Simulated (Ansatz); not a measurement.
## Fluorite CdF₂

The numbers are results of PBE in Ansatz (PAW), not measurements.

Numerical settings: plane-wave cutoff 520 eV, 12×12×12 k mesh, Fermi–Dirac smearing 0.01 eV, scalar-relativistic PAW data made under PBE.

Cell: measured lattice: a = b = c = 5.388 Å, α = β = γ = 90.00°.

```json
{
 "band_gap": "3.10 eV",
 "smallest_direct_gap_on_the_k_points_sampled": "3.60 eV"
}
```

Measured, for comparison: band gap 7.8 eV (temperature not stated, not corrected to a static lattice, indirect W–Γ; as tabulated in Cappellini et al. (2013), arXiv:1302.2571).

Note: cell and atoms aren't relaxed at this level (pressure 5.4 GPa).

Spin–orbit coupling is not included.

Cost on a shared machine: roughly 9 core-seconds.

Ansatz is a first-principles code.
